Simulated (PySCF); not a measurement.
# Li: electron affinity

Li⁻ [He] 2s2 (1S) → Li [He] 2s1 (2S), as a difference of total energies. Calculation: PySCF 2.14, in x2c-QZVPPall with one added diffuse shell each of s, p type (7s5p2d1f, 39 functions); scalar relativity by spin-free X2C-1e. Correlated levels: valence: 1s2 frozen. The calculations carry no spin-orbit coupling.

```
           method  electron affinity (eV)
              UHF                  -0.128
    MP2 (valence)                   0.335
SCS-MP2 (valence)                   0.428
   CCSD (valence)                   0.615
```

Errors of the correlated levels include the incompleteness of this basis and the frozen core.

A negative affinity means that the anion lies above the atom at that level of theory.

With two correlated electrons CCSD is exact in that space.

The coupled-cluster amplitudes are large for Li⁻ (T1 above 0.03 or a double amplitude above 0.15), so a single reference is strained.

For comparison: 0.618 eV (measured; photodetachment measurements, as compiled on the Wikipedia data page of electron affinities).
